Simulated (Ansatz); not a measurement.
Born–Oppenheimer molecular dynamics of CH$_{10}$Si$_{2}$ (13 atoms, charge 0, multiplicity 1). It starts at the highest image of a converged band. Of that band: Neighbouring images differ by up to 2.9 eV, so the band resolves the path poorly. A vibrational analysis at the climbing image gives one clearly imaginary mode, 1567i cm⁻¹: a first-order saddle point.

Computed with RKS BLYP-D4/6-31G* in Ansatz.

| Property | Result |
| --- | --- |
| ensemble | NVE (velocity Verlet) |
| time step | 0.5 fs |
| steps asked | 200 |
| starting velocities drawn for | 100 K |
| seed | 11158 |

First frame:

```xyz
13
Properties=species:S:1:pos:R:3
Si -0.156 -0.021 0.103
C 0.305 0.064 2.315
H -0.367 0.089 3.192
H 0.873 -0.878 2.316
H 0.967 0.942 2.326
H 1.359 -0.022 0.007
H -0.528 1.080 -0.845
H -0.586 -1.401 -0.252
Si -2.828 0.453 0.875
H -3.447 -0.008 -0.422
H -3.611 -0.213 1.983
H -3.127 1.930 0.978
H -0.878 0.206 1.577
```

Q: How far do the bonds stretch over the last three quarters of this one trajectory? (Pairs bonded in most of those frames.)

A: 
```tsv
bond	mean (Å)	spread (Å)	shortest	longest
Si1–H6	1.506	0.024	1.47	1.55
Si1–H7	1.506	0.010	1.49	1.52
Si1–H8	1.504	0.008	1.49	1.52
Si1–Si9	2.433	0.194	2.16	2.76
C2–H3	1.107	0.029	1.05	1.17
C2–H4	1.106	0.033	1.05	1.16
C2–H5	1.104	0.025	1.06	1.15
C2–H13	1.119	0.069	1.00	1.23
Si9–H10	1.501	0.008	1.49	1.52
Si9–H11	1.502	0.024	1.46	1.54
Si9–H12	1.502	0.014	1.48	1.53
```

Mean temperature of the second half: 2163 K. The conserved energy stayed within 0.26 meV per atom of its start (net change -0.073 meV per atom), so the integration is sound. The kinetic energy rose, since the run started high on the potential surface and went downhill. It ends in pieces (CH4 + H6Si2), so much of that is their flight and rotation, not heat. A run of 0.1 ps of so small a system gives no equilibrium averages. The orbitals stay closed-shell, which can raise the energy where a bond breaks towards radicals; this wasn't checked here.

Time of the run: 8.8 min on 1 thread of Arm Neoverse V1, with other jobs on the host, peak memory 0.12 GiB.
